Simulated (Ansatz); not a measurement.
## Ansatz timings: CH2AlN (SMILES N#[C][AlH2])

The species is CH2AlN (5 atoms), meant as a singlet with charge 0. As SMILES, `N#[C][AlH2]`. The coordinates come from a PBE0-D4/def2-TZVP relaxation.

```xyz
5

N     1.3823   -1.3460    1.3942
C     0.7142   -0.6980    0.7118
Al   -0.4072    0.3900   -0.4346
H    -1.6297   -0.3229   -1.1202
H    -0.0097    1.9032   -0.5926
```

Program: Ansatz 0.2.0. Hardware: 1 thread of Arm Neoverse V1, shared host, so times are rough. Ansatz fits the integrals of SCF and DFT runs by default. Its times include its search for lower SCF states.

Task: Estimate their order by wall time, quickest first.
A. energy at wB97X/STO-3G
B. energy at wB97M-V/STO-3G
C. energy at CCSDT(Q)/STO-3G, 7 core orbitals frozen
D. energy at HF/STO-3G
E. energy at FCI/STO-3G, 7 core orbitals frozen
F. energy at HSE06/STO-3G

Result: D (0.12 s), C (0.52 s), F (1.4 s), A (5.4 s), B (20 s), E (82 s).
